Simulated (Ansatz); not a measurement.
## Relative stability

Two relaxed structures of SiH₃S (charge +1), closed shell (PBE0-D4/def2-TZVP; forces vanish, vibrations not checked).

A:

```
atom    x (Å)    y (Å)    z (Å)
 Si1  -0.3671  -0.4735  -0.0721
  S2   1.1971   0.5212   0.7473
  H3  -0.6041  -1.8407   0.4130
  H4  -1.2123   0.1565  -1.0995
  H5   0.9864   1.6366   0.0113
```

B:

| atom | x (Å) | y (Å) | z (Å) |
| --- | --- | --- | --- |
| Si1 | 1.1773 | 0.6075 | 0.9538 |
| S2 | -0.1250 | -0.7001 | -0.4943 |
| H3 | -0.7307 | -1.5574 | 0.3535 |
| H4 | -1.2075 | 0.0760 | -0.7143 |
| H5 | 0.9575 | 1.6837 | -0.0935 |

Computed with Ansatz 0.2.0 (basis: def2-TZVPP); correlated methods freeze the cores. B3LYP uses VWN-RPA correlation.

**Question.** Which structure is lower at CCSD(T), and by how much? (An estimate is asked for; the value comes from the calculation.)

**Answer.** Computed: A, by 1.064 eV (electronic energy, against the other). By their contacts, A is SiH₃S ([SiH2][SH]), total charge +1 and B is SiH₃S ([SiH][SH2]), total charge +1.

All methods give the same order:

| method | E(B) − E(A) (eV) |
| --- | --- |
| PBE-D4 | 1.046 |
| r2SCAN-D4 | 1.226 |
| PBE0-D4 | 1.094 |
| B3LYP-D4 | 1.039 |
| wB97M-V | 0.999 |
| HF | 1.134 |
| MP2 | 1.216 |
| CCSD | 1.038 |
| CCSD(T) | 1.064 |

No T1 diagnostic of these runs exceeds 0.017. The restricted Hartree–Fock reference is unstable towards an unrestricted one at one or more of these structures.

Labels in which every atom is bracketed show which atoms are joined, not bond orders.

For scale, one of the runs: CCSD(T)/def2-TZVPP, 126 basis functions, launched by `ansatz run in.yaml --threads 2 --pin off --events-out ev --progress --plain --max-ram 4352MiB`. Hardware: 2 CPU threads of an Arm Neoverse V1, shared host. Wall time about 3.7 s.
